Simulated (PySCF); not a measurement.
Compound: amide anion, NH₂ (charge -1).
SMILES: `[NH2-]`

The closed-shell ground state was solved at several levels (PySCF, density fitting, gas phase, non-relativistic). Geometry: GFN2-xTB; no solvent, vibrations or thermal averaging. The HOMO energy is positive, so at this level the finite basis confines the outermost electrons. No diffuse functions stand in pcJ-1 and pcSseg-1, which bears on an anion's orbital energies.

| level | basis functions | total energy (Eh) | HOMO (eV) | LUMO (eV) | gap (eV) |
| --- | --- | --- | --- | --- | --- |
| B3LYP/def2-SVPD | 36 | -55.8571 | 2.41 | 7.01 | 4.60 |
| PBE0/pcSseg-1 | 27 | -55.7834 | 3.55 | 8.71 | 5.16 |

**Question.** What might B3LYP/pcJ-1 (47 basis functions) give for the same quantities?

**Answer.** Total energy -55.8642 Eh, HOMO 3.87 eV, LUMO 8.46 eV, gap 4.59 eV.

***

Compound: diketocyclobutene, C₄H₂O₂.
SMILES: `O=c1ccc1=O`

The closed-shell ground state was solved at several levels (PySCF, density fitting, gas phase, non-relativistic). Isolated species at its PBE0-D3(BJ)/def2-SVP geometry, gas phase.

| level | basis functions | HOMO (eV) | LUMO (eV) | gap (eV) | dipole (D) |
| --- | --- | --- | --- | --- | --- |
| B3LYP/pcJ-1 | 182 | -7.18 | -2.67 | 4.51 | 4.46 |
| CAM-B3LYP/pcSseg-2 | 244 | -8.87 | -1.32 | 7.55 | 4.77 |
| B3LYP/def2-SVPD | 142 | -7.28 | -2.76 | 4.52 | 4.76 |

Problem. Estimate the row for PBE0/pcSseg-1, a basis of 112 functions; the other rows only guide the guess.

Solution. HOMO -7.43 eV, LUMO -2.47 eV, gap 4.96 eV, dipole 4.44 D.

Problem. How far do the dipole and the HOMO energy spread over the levels?

Solution. The dipole runs from 4.44 to 4.77 D (mean 4.61 D) and the HOMO from -8.87 to -7.18 eV.
